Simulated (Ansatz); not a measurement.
**Methyl acrylate (C4H6O2): up Jacob's ladder to CCSD(T)**

An exercise on one series of results from a longer session: the logs are not shown, and one member is left open.

The runs use Ansatz 0.2.0, Gaussian basis; functionals in def2-TZVPP, the program's frozen cores in correlated methods.

Plan: PBE-D4, r2SCAN-D4, PBE0-D4, B3LYP-D4, ωB97X-V, ωB97M-V, B2PLYP; CCSD(T)/def2-TZVPP; MP2/def2-QZVPP; extrapolation to the limit.

## The relaxed structure

The geometry comes from an earlier relaxation with PBE0-D4 in a triple-zeta def2 set; it is a stationary point, not always the lowest conformer.

SMILES `C=CC(=O)OC`, 12 atoms, charge 0, spin multiplicity 1.

Atoms are counted from 1 here; the program's logs count them from 0.

Bond lengths: C1–C2 1.326 Å, C1–H7 1.084 Å, C1–H8 1.083 Å, C2–C3 1.476 Å, C2–H9 1.084 Å, C3–O4 1.205 Å, C3–O5 1.339 Å, O5–C6 1.422 Å, C6–H10 1.091 Å, C6–H11 1.091 Å, C6–H12 1.088 Å. Angles: C2–C1–H7 121.0°, C2–C1–H8 121.2°, H7–C1–H8 117.7°, C1–C2–C3 124.5°, C1–C2–H9 122.0°, C3–C2–H9 113.6°, C2–C3–O4 123.3°, C2–C3–O5 113.2°, O4–C3–O5 123.4°, C3–O5–C6 115.1°, O5–C6–H10 110.6°, O5–C6–H11 110.6°, O5–C6–H12 105.9°, H10–C6–H11 108.7°, H10–C6–H12 110.5°, H11–C6–H12 110.5°.

Coordinates:

```mol
C4H6O2
  3D, bonds by distance, orders not assigned

 12 11  0  0  0  0  0  0  0  0999 V2000
    1.4835    0.1199    1.6089 C   0  0
    0.1718    0.3072    1.5478 C   0  0
   -0.6356    0.1689    0.3195 C   0  0
   -1.8268    0.3454    0.2869 O   0  0
    0.0892   -0.1721   -0.7538 O   0  0
   -0.6507   -0.3159   -1.9599 C   0  0
    2.0219    0.2370    2.5421 H   0  0
    2.0533   -0.1542    0.7294 H   0  0
   -0.4100    0.5822    2.4198 H   0  0
   -1.1448    0.6208   -2.2221 H   0  0
   -1.4083   -1.0940   -1.8561 H   0  0
    0.0744   -0.5902   -2.7229 H   0  0
  1  2  8  0
  2  3  8  0
  3  4  8  0
  3  5  8  0
  5  6  8  0
  1  7  8  0
  1  8  8  0
  2  9  8  0
  6 10  8  0
  6 11  8  0
  6 12  8  0
M  END
```

Set-up of the first run:

Input file in.yaml:

```yaml
crystal:
  periodic: [false, false, false]
  atoms:
    - {symbol: C, position_ang: [1.483484, 0.119908, 1.608932]}
    - {symbol: C, position_ang: [0.171830, 0.307230, 1.547774]}
    - {symbol: C, position_ang: [-0.635558, 0.168901, 0.319463]}
    - {symbol: O, position_ang: [-1.826817, 0.345352, 0.286890]}
    - {symbol: O, position_ang: [0.089188, -0.172094, -0.753798]}
    - {symbol: C, position_ang: [-0.650696, -0.315855, -1.959895]}
    - {symbol: H, position_ang: [2.021906, 0.236957, 2.542088]}
    - {symbol: H, position_ang: [2.053319, -0.154216, 0.729397]}
    - {symbol: H, position_ang: [-0.410035, 0.582181, 2.419766]}
    - {symbol: H, position_ang: [-1.144755, 0.620827, -2.222147]}
    - {symbol: H, position_ang: [-1.408306, -1.093989, -1.856062]}
    - {symbol: H, position_ang: [0.074442, -0.590201, -2.722908]}
basis:
  gaussian: {orbitals: def2-TZVPP}
hamiltonian: {xc: pbe, dispersion: d4}
output: {forces: true, orbitals: {seedname: orbitals}}
```

Started as:

```console
$ ansatz run in.yaml --threads 4 --pin off --events-out ev --progress --plain --max-ram 10444MiB
```

Steps of the session up to this table: PBE-D4 (GGA); r2SCAN-D4 (meta-GGA); PBE0-D4 (hybrid); B3LYP-D4 (hybrid); ωB97X-V (range-separated); ωB97M-V (range-separated); B2PLYP (double hybrid); CCSD(T) in def2-TZVPP; MP2 in def2-QZVPP.

One of the session's tables, all rows but one given; the rest of the session is left out.

It belongs to the step «Atomisation energies». 

```
            method  atomisation energy (kJ/mol)
            PBE-D4                       5345.1
         r2SCAN-D4                       5193.8
           PBE0-D4                       5204.1
          B3LYP-D4                       5169.2
           ωB97X-V                       5168.8
           ωB97M-V                       5180.4
            B2PLYP                       5124.0
     HF/def2-TZVPP                       3687.6
    MP2/def2-TZVPP                       5155.3
   CCSD/def2-TZVPP                       4933.4
CCSD(T)/def2-TZVPP                       5028.6
           MP2/CBS                       5284.5
       CCSD(T)/CBS                            ?
```

Estimate the missing values for CCSD(T)/CBS.

As computed: atomisation energy (kJ/mol): 5157.8. In the column «atomisation energy (kJ/mol)» it lies between MP2/def2-TZVPP (5155.3) and ωB97X-V (5168.8).

Caveats from the session: Free atoms (4 C, 2 O, 6 H) were run apart at each level; the atomisation energy is their sum less the molecule, without zero-point or spin-orbit terms.
